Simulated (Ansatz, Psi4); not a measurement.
Worked example: the enthalpy of formation of CH2Cl2 (dichloromethane)

The species is CH2Cl2 (5 atoms), meant as a singlet with charge 0. As SMILES, `ClCCl`. Geometry: relaxed at PBE0-D4/def2-TZVP.

Total energies at B3LYP/aug-cc-pVDZ (Psi4 1.11); the atoms run unrestricted:

| species | state | energy (Eh) |
| --- | --- | --- |
| CH2Cl2 | singlet | -959.749413 |
| Cl | doublet | -460.161474 |
| C | triplet | -37.854195 |
| H | doublet | -0.501657 |

Harmonic wavenumbers at PBE0-D4/def2-TZVP, in cm⁻¹: 285, 732, 772, 904, 1178, 1288, 1461, 3128, 3205.

Measured heats of formation of the gaseous atoms at 298.15 K, in kJ/mol: Cl 121.3, C 716.9, H 218.0. Spin-orbit lowering of the atoms at 298 K (mean of the ground term's levels less their thermal mean, from spectra), in kJ/mol: Cl 3.44, C 0.02. Take 1 Eh = 2625.50 kJ/mol, 1 cm⁻¹ = 0.0119627 kJ/mol, RT = 2.479 kJ/mol.

**Question.** Work out the heat of formation of the gas at 298 K.

**Answer.** 
1. Electronic atomisation energy: 2 × (-460.161474) + (-37.854195) + 2 × (-0.501657) − (-959.749413) = 0.568956 Eh = 1493.8 kJ/mol.
2. Zero-point energy: half the sum of the wavenumbers, 6476.5 cm⁻¹ = 77.5 kJ/mol.
3. Thermal vibrational enthalpy, Σ hcν̃/(exp(hcν̃/kT) − 1): 1.9 kJ/mol. Translation, rotation and pV of a non-linear molecule: 4 RT = 9.9 kJ/mol.
4. The 5 free atoms carry 5/2 RT each: 31.0 kJ/mol.
5. Spin-orbit coupling lowers the free atoms by 2 × 3.44 + 0.02 = 6.9 kJ/mol.
6. Atomisation enthalpy at 298 K: 1493.8 − 6.9 − 77.5 − 1.9 − 9.9 + 31.0 = 1428.6 kJ/mol.
7. Sum of the atoms' heats of formation: 1395.5 kJ/mol. Heat of formation: 1395.5 − 1428.6 = -33.1 kJ/mol.

The tabulated value is -94.7 kJ/mol (Active Thermochemical Tables), so this level is off by +61.6 kJ/mol, or 4.1 % of the atomisation enthalpy that the table implies (1490.2 kJ/mol). Anharmonicity and any spin-orbit splitting of the molecule are left out.
